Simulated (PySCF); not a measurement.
An unknown gives this computed stick spectrum. Theory: PySCF, TDDFT PBE0/def2-SVPD, vertical, gas phase, core orbitals frozen in the response. Geometries: PBE0-D3(BJ)/def2-SVP, one conformer each.

```json
{"state": "S1", "E (eV)": "6.38", "f": "0.041", "main configurations (H = HOMO, L = LUMO)": "H→L (91%)"}
{"state": "S2", "E (eV)": "6.57", "f": "0.020", "main configurations (H = HOMO, L = LUMO)": "H-1→L (78%), H→L+1 (16%)"}
{"state": "S3", "E (eV)": "6.99", "f": "0.0039", "main configurations (H = HOMO, L = LUMO)": "H→L+1 (75%), H-1→L (15%)"}
{"state": "S4", "E (eV)": "7.15", "f": "0.0091", "main configurations (H = HOMO, L = LUMO)": "H→L+2 (57%), H-1→L+1 (17%), H→L+3 (10%)"}
{"state": "S5", "E (eV)": "7.30", "f": "0.042", "main configurations (H = HOMO, L = LUMO)": "H-1→L+1 (52%), H→L+2 (29%)"}
{"state": "S6", "E (eV)": "7.39", "f": "0.025", "main configurations (H = HOMO, L = LUMO)": "H→L+3 (70%), H-1→L+1 (12%)"}
{"state": "S7", "E (eV)": "7.49", "f": "0.032", "main configurations (H = HOMO, L = LUMO)": "H-1→L+2 (71%), H-1→L+3 (11%)"}
{"state": "S8", "E (eV)": "7.65", "f": "0.0039", "main configurations (H = HOMO, L = LUMO)": "H-1→L+3 (65%), H-1→L+2 (11%), H→L+4 (10%)"}
{"state": "S9", "E (eV)": "7.76", "f": "0.042", "main configurations (H = HOMO, L = LUMO)": "H→L+4 (78%), H-1→L+3 (9%)"}
{"state": "S10", "E (eV)": "7.82", "f": "0.042", "main configurations (H = HOMO, L = LUMO)": "H-2→L (48%), H→L+5 (38%)"}
```

Orbital energies (eV): HOMO-3 -9.08, HOMO-2 -8.60, HOMO-1 -7.47, HOMO -7.20, LUMO 0.31, LUMO+1 0.97, LUMO+2 0.99.

Problem. Which structure fits?
A. `N[SiH](N)C[SiH3]`
B. `c1ccnnc1`
C. `c1cnccn1`

Solution. A. Its S1, at 6.38 eV, is the highest among the candidates; the nearest of the others has S1 at 3.96 eV. S1 is HOMO→LUMO (91%). Löwdin shares by element: HOMO nitrogen 55%, silicon 12% or more, carbon 11% (atoms not listed hold the other 22%); LUMO silicon 41%, hydrogen 7% or more, carbon 7% (atoms not listed hold the other 45%). At the same level the other candidates give, for their lowest levels:
- `c1ccnnc1`: 3.48 eV (f 0.004); 4.02 eV (f 0.000); 5.72 eV (f 0.000); 5.80 eV (f 0.023); 6.28 eV (f 0.005); T1 2.68 eV; HOMO -6.79, LUMO -1.58 eV
- `c1cnccn1`: 3.96 eV (f 0.005); 4.64 eV (f 0.000); 5.54 eV (f 0.104); 5.66 eV (f 0.000); 6.47 eV (f 0.000); T1 3.24 eV; HOMO -7.33, LUMO -1.62 eV

Conformer computed: `[NH2:1][SiH:2]([NH2:3])[CH2:4][SiH3:5]`: N1–Si2–C4–Si5 49°, H–N1–Si2–N3 -51°, H–N1–Si2–N3 160°, H–N3–Si2–N1 152°, H–N3–Si2–N1 -56°.
Triplets come from the Tamm–Dancoff approximation.
